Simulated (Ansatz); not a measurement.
**Relaxing OsRh**

The calculation used Ansatz 0.2.0, DFT PBE, scalar-relativistic, plane waves, PAW. Cutoff 420 eV, Γ-centred k mesh, Gaussian smearing, no spin polarisation in the final step.

The start puts OsRh on the CuPt (L1_1) structure type (R-3m, No. 166), with Os in place of Cu, Rh in place of Pt, at a guessed volume.

```
Os Rh
1.0
     1.31969    0.76192    4.20346
    -1.31969    0.76192    4.20346
     0.00000   -1.52385    4.20346
Os Rh
1 1
Direct
  0.00000 0.00000 0.00000
  0.50000 0.50000 0.50000
```

Steps on the 6×6×6 mesh (2 atoms). 4 of 5 steps are shown, and the free energy counts from the last. Trial steps that were taken back and renewals of the plane-wave basis can be among the rows.

| step | ΔF (meV/atom) | V (Å³/atom) | P (GPa) |
| --- | --- | --- | --- |
| 1 | 212.5 | 12.68 | 47.76 |
| 2 | 3.3 | 14.17 | 0.11 |
| 3 | 1.2 | 14.17 | 0.17 |
| 5 | 0.0 | 14.17 | 0.06 |

A final relaxation ran on a 24×24×24 mesh. The relaxed crystal, R-3m (No. 166):

```cif
data_structure
_symmetry_space_group_name_H-M 'R-3m:H'
_symmetry_Int_Tables_number 166
_cell_length_a 2.7077
_cell_length_b 2.7077
_cell_length_c 13.3585
_cell_angle_alpha 90.000
_cell_angle_beta 90.000
_cell_angle_gamma 120.000
_cell_volume 84.82
loop_
_atom_site_label
_atom_site_type_symbol
_atom_site_symmetry_multiplicity
_atom_site_Wyckoff_symbol
_atom_site_fract_x
_atom_site_fract_y
_atom_site_fract_z
_atom_site_occupancy
Os1 Os 3 a 0.00000 0.00000 0.00000 1
Rh1 Rh 3 b 0.66667 0.33333 0.83333 1
```

For OsRh, the volume per atom is 14.14 Å³, the density is 17.22 g/cm³ and the energy over the elements is 0.07 eV/atom. The gap on the 24×24×24 mesh is 0 eV (a metal).

Formation energies are uncorrected and refer to the elements' standard structures at the same level.

The final run used a 24×24×24 mesh on its 2-atom cell and 0.10 eV smearing. The k mesh leaves about 4 meV/atom of noise in metals. Spin–orbit coupling is left out.

A structure relaxed within its symmetry needn't be a true minimum.

Cost: 3 runs of about 2 core-minutes in all, on Intel Xeon 6975P-C (Granite Rapids) (shared hosts).